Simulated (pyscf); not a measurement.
Thermochemistry of product channels of H₂As–InH₂ + water (H₂O) on the singlet surface, in kcal/mol, from ωB97M-D3(BJ)/def2-TZVP energies (ideal gas, 1 atm, RRHO with modes under 100 cm⁻¹ raised to 100, one conformer, R ln 2 for chiral ones without a mode under 150 cm⁻¹). Structures and frequencies: ωB97X-D3(BJ)/def2-SVP in PySCF.

| products | ΔE | ΔH(298 K) | ΔG(298 K) | ΔG(600 K) |
|---|---|---|---|---|
| AsH₃ + HO–InH₂ | +6.7 | +5.0 | +5.3 | +5.9 |
| HO–InH–AsH₂ + hydrogen (H₂) | -4.2 | -6.3 | -4.4 | -3.0 |

These are energies of the channels, which say nothing of barriers. Elements up to Kr have no core potential and no relativistic terms here. Elements past Kr carry the def2 core potentials, without spin-orbit coupling.
